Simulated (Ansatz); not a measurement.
Born–Oppenheimer molecular dynamics of H7NSi2 (10 atoms, charge 0, multiplicity 1). It starts at the highest image of a converged band. Of that band: Neighbouring images differ by up to 1.3 eV, so the band resolves the path poorly. A vibrational analysis at the climbing image gives one clearly imaginary mode, 1523i cm⁻¹: a first-order saddle point.

These are results of Ansatz, RKS PBE0/def2-SVP, not measurements.

* ensemble: NVE (velocity Verlet)
* time step: 0.5 fs
* steps asked: 200
* starting velocities drawn for: 100 K
* seed: 4009

First frame:

```xyz
10
Properties=species:S:1:pos:R:3
Si 0.213 0.253 -0.235
N 1.017 -0.196 1.433
H 0.709 -0.925 2.081
H 1.443 0.581 1.933
H 1.715 -0.141 0.239
H -0.798 1.352 -0.012
Si -1.001 -1.701 -0.673
H -1.970 -2.040 0.423
H -1.771 -1.567 -1.949
H -0.067 -2.865 -0.812
```

(1) What does the run give?

(2) What happens to the structure?

(3) How do temperature and energy run in time?

Answers

(1) The run went to its last step.

| Item | Value |
| --- | --- |
| steps done | 200 |
| time covered | 100 fs |
| mean temperature over the second half | 1441 K |
| spread of the potential energy over the second half | 39.6 meV per atom |
| mean potential energy of the second half above the start | -138.7 meV per atom |

The conserved energy stayed within 0.56 meV per atom of its start (net change 0.021 meV per atom), so the integration is sound. The kinetic energy rose, since the run started high on the potential surface and went downhill. A run of 0.1 ps of so small a system gives no equilibrium averages. The orbitals stay closed-shell, which can raise the energy where a bond breaks towards radicals; this wasn't checked here.

(2) Between its relaxed ends the band would form N2–H5 and break Si1–H5. These pairs go: N2–H5 1.38 → 2.59 Å, Si1–H5 1.62 → 1.36 Å. In the last frame they stand as before the step (other bonds may differ from the relaxed reactants and products). These pairs come and go: their bonding changes 8 times, last at 94 of 100 fs, so the outcome isn't settled. It ends as one piece, H7NSi2. Pairs count as bonded within 1.25 times the sum of covalent radii (0.12 Å more for H–H). Another seed would give other details.

(3) 
```csv
time (fs),T (K),potential energy less start (eV),conserved less start (meV/atom)
0,100,0.000,0.00
8,448,-0.359,0.11
16,2458,-2.441,-0.30
24,897,-0.823,0.03
32,943,-0.869,0.25
40,1005,-0.936,0.01
48,2128,-2.102,-0.49
56,1152,-1.089,-0.02
64,1006,-0.938,-0.08
72,2025,-1.993,-0.17
80,1425,-1.372,-0.18
88,1365,-1.309,-0.11
96,2024,-1.992,-0.24
```

Time of the run: 4.7 min on 2 threads of Arm Neoverse V1, on a shared host, peak memory 0.16 GiB.
